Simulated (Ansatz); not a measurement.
# BSiH₂ (quartet): from Hartree-Fock to the top rungs at scale of all distances = 1.494, 6-31G

Aim: climb from Hartree-Fock through coupled cluster and multireference methods for BSiH₂ (quartet) at one geometry and basis, and see what each rung misses.

Method: 6-31G, core rule «outside noble gas», up to 6 orbitals frozen; program: Ansatz 0.2.0, Gaussian basis.

Plan: UHF; CCSD(T) on ROHF; CCSD(T) on UHF; BCCD(T) on ROHF; CISD; CCSDT(Q) on ROHF; CCSDT(Q) on UHF; CASSCF and MRCISD+Q, 5 electrons in 5 orbitals; CASSCF and NEVPT2, 5 electrons in 5 orbitals; CASSCF and MRCISD+Q, 9 electrons in 10 orbitals; CASSCF and NEVPT2, 9 electrons in 10 orbitals; Full CI.

12 further runs of the same task are left out: 10 that didn't finish, 2 set aside as unsound or not needed.

### 1 The geometry

The geometry derives from a PBE0/def2-TZVP stationary point (not a proven minimum). All distances are scaled together.

4 atoms, charge 0, spin multiplicity 4.

Atoms are counted from 1 here; the program's logs count them from 0.

No contacts short enough for the rule that draws bonds.

As a file:

```xyz
4
BH2Si
Si    0.00000    0.00000    0.97105
B     0.00000    0.00000   -2.00620
H     0.00000   -1.60747   -2.76971
H     0.00000    1.60747   -2.76971
```

### 2 UHF

in.yaml

```yaml
crystal:
  periodic: [false, false, false]
  atoms:
    - {symbol: Si, position_ang: [0.000000, 0.000000, 0.971049]}
    - {symbol: B, position_ang: [0.000000, 0.000000, -2.006198]}
    - {symbol: H, position_ang: [0.000000, -1.607475, -2.769708]}
    - {symbol: H, position_ang: [0.000000, 1.607475, -2.769708]}
basis:
  gaussian: {orbitals: 6-31G}
magnetization: {spin_polarized: true, initial_magnetization: 3}
hamiltonian: {xc: hf}
output: {orbitals: {seedname: orbitals}}
```

Run with:

```
ansatz run in.yaml --threads 1 --pin off --events-out ev --progress --plain --max-ram 2393MiB
```

The runs that follow: CCSD(T) on ROHF; CCSD(T) on UHF; BCCD(T) on ROHF; CISD; CCSDT(Q) on ROHF; CCSDT(Q) on UHF; CASSCF and MRCISD+Q, 5 electrons in 5 orbitals; CASSCF and NEVPT2, 5 electrons in 5 orbitals; CASSCF and MRCISD+Q, 9 electrons in 10 orbitals; CASSCF and NEVPT2, 9 electrons in 10 orbitals; Full CI.

**Question.** What will the summary of the whole plan be? Wanted: FCI below the RHF energy; RMP2 from FCI; UMP2 from FCI; RCCSD from FCI; RCCSD(T) from FCI; UCCSD(T) from FCI; RCCSDT(Q) from FCI; UCCSDT(Q) from FCI; NEVPT2 pair from FCI.

As calculated:

```
                         quantity                                                                                  value
         FCI below the RHF energy                                                                             -3.3575 eV
                    RMP2 from FCI                                                                        +29.98 kcal/mol
                    UMP2 from FCI                                                                        +32.02 kcal/mol
                   RCCSD from FCI                                                                         +3.96 kcal/mol
                RCCSD(T) from FCI                                                                         +1.65 kcal/mol
                UCCSD(T) from FCI                                                                         +1.80 kcal/mol
               RCCSDT(Q) from FCI                                                                         +0.04 kcal/mol
               UCCSDT(Q) from FCI                                                                         +0.02 kcal/mol
             NEVPT2 pair from FCI                                                                        +24.08 kcal/mol
           MRCISD+Q pair from FCI                                                                         +0.10 kcal/mol
          NEVPT2 valence from FCI                                                                         +5.34 kcal/mol
levels within 1 kcal/mol (43 meV)  RCCSDT, UCCSDT, RCCSDT(Q), UCCSDT(Q), MRCISD+Q pair, MRCISD valence, MRCISD+Q valence
                    T1 diagnostic                                                                                  0.041
   effectively unpaired electrons                                                                                   3.18
```

What this shows: RCCSD(T) lands +1.65 kcal/mol from the yardstick (2.1 % of the correlation energy). The occupations are near whole numbers, but T1 = 0.041 shows that the orbitals relax strongly. Of the multireference levels listed MRCISD+Q pair comes nearest in total energy (+0.10 kcal/mol), which doesn't show that its space is the better one. These misses are within one basis, not against nature; the frozen cores of restricted and unrestricted runs differ, which can shift their rows.
